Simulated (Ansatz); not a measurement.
`N[PH][AlH2]`, charge 0, multiplicity 1.

(1) Give a relaxed structure at PBE0-D4/def2-TZVP (Ansatz). (Estimate.)

## Answers

(1) Computed: 
Z-matrix (Å, degrees):
```
N
P 1 1.710
H 1 1.007 2 119.7
H 1 1.008 2 114.2 3 -135.4
Al 2 2.315 1 105.5 3 -56.1
H 2 1.432 1 106.6 3 45.7
H 5 1.588 2 116.5 1 164.3
H 5 1.587 2 121.6 1 -21.2
```
